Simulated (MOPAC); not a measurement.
MOPAC input (PM3):

```
PM3 FORCE THERMO(298,298) PRECISE LET CHARGE=-1 GEO-OK AUX(PRECISION=9) THREADS=1
C2H3O2

C    -0.13506908 1    0.11781297 1   -0.00080075 1
O     0.12464019 1    1.34667034 1    0.03213851 1
O    -1.31240860 1   -0.32125544 1   -0.03630963 1
C     1.03166562 1   -0.89203891 1    0.00350546 1
H     2.01106438 1   -0.39873328 1   -0.01120412 1
H     0.99568911 1   -1.52641889 1    0.89723390 1
H     0.98259181 1   -1.55447232 1   -0.86894624 1
```

### Question
Which zero-point energy does it print?

### Answer
30.98 kcal/mol, from the harmonic wavenumbers of PM3.
